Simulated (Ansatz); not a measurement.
Results of r²SCAN+rVV10 in Ansatz (plane waves, PAW) for hcp Lu.

Run with plane-wave cutoff 500 eV, 24×24×14 k mesh (along the axes of the cell as run), Fermi–Dirac smearing 0.1 eV, scalar-relativistic PAW data made under PBE.

Computed at the level's own relaxed cell.

### Question
What does this level give for the volume per atom, equilibrium lattice constant a and lattice parameter c?

### Answer

volume per atom: 28.56 Å³/atom
equilibrium lattice constant a: 3.483 Å
lattice parameter c: 5.436 Å

Measured, for comparison: equilibrium volume per atom 29.52 Å³/atom (room temperature, not corrected to a static lattice; as tabulated in Söderlind et al. (2014), doi:10.1088/0953-8984/26/41/416001); lattice constant a 3.505 Å (293 K, not corrected to a static lattice; as tabulated in Wikipedia's data pages); lattice parameter c 5.549 Å (293 K, not corrected to a static lattice, our sources range from 5.549 to 5.563; as tabulated in Wikipedia's data pages). Computed (rounded) less measured: equilibrium volume per atom -3.3 %, lattice constant a -0.6 %, lattice parameter c -2.0 % (-2.0 % to -2.3 % over the range). A static lattice is as a rule a little smaller and stiffer than an uncorrected measurement, which narrows the difference in the lattice constant a and would widen misses of the other sign.

Spin–orbit coupling is not included.

The result took very roughly 8 core-minutes.

Ansatz is a quantum-chemistry and plane-wave program.
